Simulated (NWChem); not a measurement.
C2H2F2N (SMILES [H]/N=[C]/C(F)F): name the method

C2H2F2N: 7 atoms, total charge 0, spin state doublet. SMILES: `[H]/N=[C]/C(F)F`. The coordinates come from a GFN2-xTB relaxation. This is one conformer, not always the lowest.

```csv
atom,x (Å),y (Å),z (Å)
N,-0.7200,1.2617,0.6916
C,-0.3406,0.0943,0.6449
C,0.3517,-0.5904,-0.4669
F,1.1685,-1.5677,-0.0061
F,1.1387,0.2227,-1.2247
H,-1.2046,1.6425,1.4941
H,-0.3937,-1.0630,-1.1329
```

A calculation with NWChem 7.3.0 gave:

```yaml
total_energy: -328.3279 Eh
dipole_moment: 3.02 D
HOMO_energy: -10.25 eV
LUMO_energy: 2.74 eV
⟨S²⟩: 0.869
largest_force: 2.071 eV/Å
```

**Question.** Which of these levels gave the numbers?
A. HF/3-21G
B. B3LYP/6-31G* (Cartesian functions)
C. B3LYP/6-31G* (spherical functions)
D. HF/STO-3G

**Answer.** A. The others give -331.7467 Eh (B3LYP/6-31G* (Cartesian functions)), -331.7417 Eh (B3LYP/6-31G* (spherical functions)), -325.6747 Eh (HF/STO-3G).
